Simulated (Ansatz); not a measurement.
Ansatz results at the PBE0-D4/def2-TZVP geometry: HOMO–LUMO gap (PBE0/def2-TZVPP) 9.19 eV; LUMO energy (PBE0/def2-TZVPP) 0.88 eV; HOMO energy (B3LYP/def2-TZVPP) -8.11 eV.

(1) Which molecule gave them?
A. H₂O
B. `F[SiH](F)F`
C. `OCC(F)(F)F`
D. `C[Si](C)(C)C`

## Answers

(1) D. The others give `OCC(F)(F)F`: 9.70, 0.85, -8.61; `F[SiH](F)F`: 12.25, 1.03, -11.01; H₂O: 9.75, 0.85, -8.63.

B3LYP here is the variant with VWN-RPA as its local correlation; programs differ in this.
